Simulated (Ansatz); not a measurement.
**BH$_{2}$, doublet in 6-31++G**: errors against full CI**

Geometry: that of the BH2⁻, singlet, kept fixed.

```xyz
3

B     0.0000   -0.1234    0.0000
H     0.0000    0.6616   -0.9691
H     0.0000    0.6616    0.9691
```

Basis 6-31++G** (Cartesian d functions); Ansatz 0.2.0. Correlated methods freeze the noble-gas cores, which leaves 5 electrons in 30 orbitals. R marks a restricted (for open shells ROHF) determinant, U an unrestricted one. Active spaces: valence = (5e, 6o) chosen from the atoms' valence shells.

Full CI is exact within this basis and frozen core; it isn't the basis-set limit. The frozen core follows each run's orbitals, which can shift R against U totals by a few meV.

For open shells CISD and CISDTQ are restricted-active-space CI with the open shells as a complete middle space.

```
UHF ⟨S²⟩                          : 0.752
T1 diagnostic (RCCSD)             : 0.0133
largest doubles amplitude (RCCSD) : 0.044
T1 diagnostic (UCCSD)             : 0.0101
```

```csv
level,E − E(full CI) (meV),share of correlation (%),wall time
RHF,2392,0.00,–
UHF,2367,1.05,–
RMP2,534,77.68,–
UMP2,532,77.75,–
CISD,88,96.33,0.48 s
RCCSD,48,97.98,–
UCCSD,48,98.00,–
RCCSD(T),11,99.54,0.75 s
UCCSD(T),11,99.55,0.72 s
BCCD(T),11,99.54,0.48 s
RCCSDT,0,99.99,–
UCCSDT,0,100.00,–
CISDTQ,1,99.97,2.2 s
RCCSDT(Q),0,100.00,2.4 s
UCCSDT(Q),0,100.01,2.2 s
CASSCF (valence space),1378,42.40,–
NEVPT2 (valence space),352,85.29,0.24 s
MRCISD (valence space),31,98.70,–
MRCISD+Q (valence space),1,99.94,0.57 s
```

The correlation energy at full CI, counted from RHF, is -2.392 eV. That run took 3 s on 1 thread of Arm Neoverse V2, shared host over 454,136 determinants.

Times hold each run's SCF and search for its determinant on a shared host, so for small cases they say little of a method's own cost; they ran on 1 thread of Arm Neoverse V2.

The full-CI state has the irrep A1 of C2v, in the program's axes.

Natural occupations of full CI about the gap: 1.960 1.956 0.992 0.024 0.018 0.016 0.008 0.006 0.005 0.004; effectively unpaired electrons, Σ n²(2−n)², 1.02.
